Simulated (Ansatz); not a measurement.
ClH, vertical and adiabatic energies of changing the electron count

With Ansatz's Python interface.

Notebook, run cell by cell (the value of a cell's last expression is shown):

```python
import itertools
import warnings

import ansatz
from ase.data import atomic_numbers, covalent_radii
import numpy as np
```

```python
GEOMETRY = """
Cl    0.54521   -0.17826    0.28035
H    -0.54521    0.17826   -0.28035
"""

warnings.simplefilter("ignore", ansatz.DeckWarning)
```

```python
molecule = ansatz.Crystal.molecule()
for line in GEOMETRY.strip().splitlines():
    symbol, *xyz = line.split()
    molecule = molecule.atom(symbol, [float(v) for v in xyz])
```

```python
base = (
    molecule.calculation()
    .basis(gaussian="cc-pVDZ")
    .functional("b3lyp")
    .accuracy("medium")
)
symbols = [site.symbol for site in molecule.cartesian_sites]
start = np.array([site.position_ang for site in molecule.cartesian_sites], dtype=float)
rep = base.relax(force_tolerance=0.01).run(threads=1).report
end = np.array(rep["positions_ang"])
```

```python
minimum = ansatz.Crystal.molecule()
for symbol, place in zip(symbols, end):
    minimum = minimum.atom(symbol, place.tolist())
ion = (
    minimum.calculation()
    .basis(gaussian="cc-pVDZ")
    .functional("b3lyp")
    .accuracy("medium")
    .charge(1)
    .spin("collinear", total=1)
)
vertical = ion.run(threads=1).report
settled = ion.relax(force_tolerance=0.01, max_steps=80).run(threads=1).report
print(f"vertical ionisation energy   {vertical['free_energy_ev'] - rep['free_energy_ev']:.3f} eV")
print(f"adiabatic, no zero point     {settled['free_energy_ev'] - rep['free_energy_ev']:.3f} eV")
print(f"relaxation energy of the ion {vertical['free_energy_ev'] - settled['free_energy_ev']:.3f} eV")
ionised = np.array(settled["positions_ang"])
# pairs closer than 1.2 times the sum of covalent radii, before or after
radius = [covalent_radii[atomic_numbers[s]] for s in symbols]
span = lambda where, i, j: np.linalg.norm(where[i] - where[j])
bonded = [(i, j) for i, j in itertools.combinations(range(len(symbols)), 2) if min(span(end, i, j), span(ionised, i, j)) < 1.2 * (radius[i] + radius[j])]
print("pair        before    after (A)")
for i, j in bonded:
    print(f"{symbols[i]}{i}-{symbols[j]}{j}".ljust(10), f"{span(end, i, j):8.4f} {span(ionised, i, j):8.4f}")
```

    vertical ionisation energy   12.688 eV
    adiabatic, no zero point     12.663 eV
    relaxation energy of the ion 0.025 eV
    pair        before    after (A)
    Cl0-H1       1.2963   1.3397

Reading the output:
- The settings weren't tested for convergence.
- The energies are electronic: no zero-point or thermal terms, and the basis set is short of its limit. The product may relax into another structure. Each relaxation finds its nearest minimum, which needn't be the lowest.
- b3lyp holds the VWN-RPA fit, as in Gaussian; the form of ORCA and Turbomole is b3lyp5.
- Hardware and time: 4.7 s on 1 thread of Arm Neoverse V1, on a shared host, peak memory 0.16 GiB.
